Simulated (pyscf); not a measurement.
# Four-centre exchange: H₃Si–GeH₃ (SMILES [SiH3][GeH3]) + HCl (SMILES Cl) → SiH₄ (SMILES [SiH4]) + Cl–GeH₃ (SMILES [Cl][GeH3])

Gas phase, singlet surface, charge 0. Bonds broken: Si1–Ge2, Cl9–H10. Bonds formed: Si1–H10, Ge2–Cl9. Optimised with ωB97X-D3(BJ)/def2-SVP in PySCF. MP2 and CC: frozen core, UHF for open shells. ΔMP2 is the change of the MP2 total energy from the triple- to the quadruple-zeta basis.

Transition state (Å):

```xyz
10

Si    -1.3417    -1.0907    -0.0324
Ge    -0.3462     1.3747    -0.0038
H     -1.0585    -2.2671    -0.8947
H     -2.7419    -0.6221    -0.1871
H     -0.9892    -1.3520     1.3859
H     -1.4105     1.2899     1.1371
H      1.0035     1.5724     0.6663
H     -0.8848     2.3474    -1.0398
Cl     1.0739     0.3421    -2.0404
H     -0.1940    -0.1637    -0.8756
```

One imaginary mode, 950i cm⁻¹; descent along it reached the two sides named.

```json
[
 {"bond": "Si1–Ge2", "change": "breaks", "reactant side (Å)": "2.369", "saddle": "2.7", "product side": "4.3"},
 {"bond": "Cl9–H10", "change": "breaks", "reactant side (Å)": "1.284", "saddle": "1.795", "product side": "3.1"},
 {"bond": "Si1–H10", "change": "forms", "reactant side (Å)": "3.4", "saddle": "1.699", "product side": "1.488"},
 {"bond": "Ge2–Cl9", "change": "forms", "reactant side (Å)": "3.7", "saddle": "2.7", "product side": "2.160"}
]
```

Electronic energies relative to the separated reactants (kJ/mol):

| level | barrier | reaction energy | reverse barrier |
|---|---|---|---|
| ωB97X-D3(BJ)/def2-TZVP | 178.3 | -52.3 | 230.6 |
| PBE/def2-TZVP | 155.2 | -47.1 | 202.3 |
| r²SCAN/def2-TZVP | 161.1 | -54.3 | 215.4 |
| B3LYP-D3(BJ)/def2-TZVP | 167.4 | -57.4 | 224.8 |
| PBE0-D3(BJ)/def2-TZVP | 163.8 | -49.3 | 213.0 |
| M06-2X/def2-TZVP | 164.1 | -73.3 | 237.3 |
| ωB97M-D3(BJ)/def2-TZVP | 181.7 | -58.6 | 240.3 |
| HF/def2-TZVP | 238.9 | -81.7 | 320.6 |
| MP2/def2-QZVPP | 179.7 | -57.0 | 236.7 |
| CCSD/def2-TZVPP | 204.2 | -54.3 | 258.5 |
| CCSD(T)/def2-TZVPP | 193.5 | -52.5 | 246.0 |
| CCSD(T)/def2-TZVPP + ΔMP2(QZVPP) | 187.5 | -51.5 | 239.0 |

With CCSD(T)/def2-TZVPP + ΔMP2(QZVPP) energies and thermal terms (ideal gas, 1 atm, RRHO with modes under 100 cm⁻¹ raised to 100, one conformer, R ln 2 for chiral ones without a mode under 150 cm⁻¹), in kJ/mol:

```json
[
 {"T (K)": "298", "ΔH‡": "184.3", "ΔG‡": "223.0", "ΔH": "-50.4", "ΔG": "-47.4"},
 {"T (K)": "600", "ΔH‡": "184.4", "ΔG‡": "262.4", "ΔH": "-53.9", "ΔG": "-42.8"},
 {"T (K)": "900", "ΔH‡": "185.9", "ΔG‡": "301.1", "ΔH": "-56.0", "ΔG": "-36.7"},
 {"T (K)": "1200", "ΔH‡": "187.7", "ΔG‡": "339.2", "ΔH": "-57.5", "ΔG": "-30.0"}
]
```

At the saddle there is also a short Ge–H contact that neither side keeps. The same reactants have a lower exit, to Cl–SiH₂–GeH₃ + H₂ (barrier +148.2 kJ/mol at ωB97M-D3(BJ)/def2-TZVP, against +181.7 kJ/mol here). One saddle was located; it need not be the lowest between these sides. The CCSD(T) − MP2 part came from Ansatz, without density fitting, on the same reference. The frozen core leaves the outer d or s,p core shells of the metals and heavy elements correlated in the MP2 and CC values, and def2-TZVPP describes them poorly, which can shift differences by a few kcal/mol. Elements up to Kr have no core potential and no relativistic terms here.
